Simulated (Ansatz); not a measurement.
C₃H₄S (`C=C=CS`), relaxed with RKS PBE-D4/def2-SVP in Ansatz from a rough embedded geometry. The force threshold is 0.03 eV/Å; the program also tests the step.

Total charge 0; spin multiplicity 1.

Start:

```xyz
8

C    -0.399   -0.444    1.340
C     0.081    0.129    0.359
C     0.566    0.729   -0.656
S     0.303    0.257   -2.242
H    -1.408   -0.192    1.775
H     0.115   -1.302    1.876
H     1.237    1.646   -0.520
H    -0.496   -0.822   -1.932
```

How much energy does the relaxation release, and in how many steps? (Best estimate.)

Ansatz gave: 53.84 kJ/mol, in 6 steps, 2 of them rejected.

Which bonds change most? (Estimate.)

Computed: C3–S4 from 1.676 to 1.780 Å; C1–C2 from 1.233 to 1.318 Å; C2–C3 from 1.274 to 1.319 Å; C3–H7 from 1.145 to 1.105 Å.

Give the relaxed structure. (Estimate.)

Ansatz gave: 
```xyz
8

C    -0.430   -0.478    1.460
C     0.072    0.127    0.403
C     0.569    0.728   -0.661
S     0.336    0.282   -2.368
H    -1.407   -0.187    1.887
H     0.110   -1.297    1.971
H     1.214    1.620   -0.556
H    -0.464   -0.796   -2.136
```
